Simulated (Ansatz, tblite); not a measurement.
# The cluster Rb₃+: a ladder of methods and basis sets

Aim: run the singlet of the cluster Rb₃+ at one geometry on many levels, and compare frontier levels, spin and run time.

The runs use Ansatz 0.2.0, Gaussian basis; as each input shows.

Levels to be run: GFN1-xTB, GFN2-xTB, PBE/def2-TZVP, r2SCAN/def2-TZVP, HSE06/def2-TZVP, B3LYP/def2-TZVP, HF/def2-TZVP, B2PLYP/def2-TZVP, ωB97M-V/def2-TZVP, PBE/def2-SVP, PBE0/def2-SVP, CCSD(T)/def2-TZVPP, MP2/def2-TZVP, RPA/def2-TZVP.

6 further runs of the same task are left out: 3 that didn't finish, 3 set aside as unsound or not needed. Runs told in other sessions of the task aren't counted.

**1. The structure**

The singlet was relaxed beforehand with B3LYP/def2-TZVP. At that level it is the lowest of the isomers that a small search found.

3 atoms, charge 1, spin multiplicity 1.

Bond lengths: Rb1–Rb2 4.740 Å, Rb1–Rb3 4.740 Å, Rb2–Rb3 4.740 Å. Angles: Rb2–Rb1–Rb3 60.0°, Rb1–Rb2–Rb3 60.0°, Rb1–Rb3–Rb2 60.0°.

Rb takes a core potential in the def2 sets. No spin-orbit coupling is included. The ion is computed in the gas phase, without counter-ions or solvent.

PBE0/def2-TZVP was run before; its log isn't repeated, and its numbers join the tables.

**2. GFN1-xTB**

Tight binding, by tblite at 300 K electronic temperature and without a spin-polarisation term:

```python
tblite.interface.Calculator('GFN1-xTB', numbers, positions, charge=1, uhf=0).singlepoint()
```

Energy -19.4709 eV, HOMO -12.78 eV, LUMO -10.00 eV; 0.001 s.

**3. GFN2-xTB**

Tight binding, by tblite at 300 K electronic temperature and without a spin-polarisation term:

```python
tblite.interface.Calculator('GFN2-xTB', numbers, positions, charge=1, uhf=0).singlepoint()
```

Energy -10.0287 eV, HOMO -9.95 eV, LUMO -8.15 eV; 0.001 s.

**4. PBE/def2-TZVP**

start.molden holds the orbitals of an earlier run on this state, given as this run's starting guess.

Input file in.yaml:

```yaml
crystal:
  periodic: [false, false, false]
  atoms:
    - {symbol: Rb, position_ang: [0.351165, -1.074078, -2.492515]}
    - {symbol: Rb, position_ang: [-0.671413, 2.639405, 0.270631]}
    - {symbol: Rb, position_ang: [0.320248, -1.565327, 2.221884]}
basis:
  gaussian: {orbitals: def2-TZVP, initial_orbitals: start.molden}
total_charge: 1
hamiltonian: {xc: pbe}
scf: {omitted_lower_state_checks: [starts]}
output: {orbitals: {seedname: orbitals}}
```

The run is started by

```bash
> ansatz run in.yaml --threads 4 --pin off --events-out ev --progress --plain --max-ram 3916MiB
```

Further steps of the session: r2SCAN/def2-TZVP; HSE06/def2-TZVP; B3LYP/def2-TZVP; HF/def2-TZVP; B2PLYP/def2-TZVP; ωB97M-V/def2-TZVP; PBE/def2-SVP; PBE0/def2-SVP; CCSD(T)/def2-TZVPP; MP2/def2-TZVP; RPA/def2-TZVP.

Q: Predict the results of all the runs planned. Wanted: gap in def2-TZVP, named functionals and Hartree-Fock, smallest and largest; correlation energy, CCSD(T)/def2-TZVPP; correlation energy, MP2/def2-TZVP; PBE0 total energy, smallest basis above largest.

The runs gave:

| quantity | value |
| --- | --- |
| gap in def2-TZVP, named functionals and Hartree-Fock, smallest and largest | 1.18 eV (PBE), 4.10 eV (HF) |
| correlation energy, CCSD(T)/def2-TZVPP | -9.21 eV |
| correlation energy, MP2/def2-TZVP | -5.91 eV |
| PBE0 total energy, smallest basis above largest | 0.05 eV (def2-SVP, def2-TZVP) |

What this shows: Over the named functionals and Hartree-Fock in def2-TZVP the gap runs from 1.18 eV (PBE) to 4.10 eV (HF); exact exchange widens it.
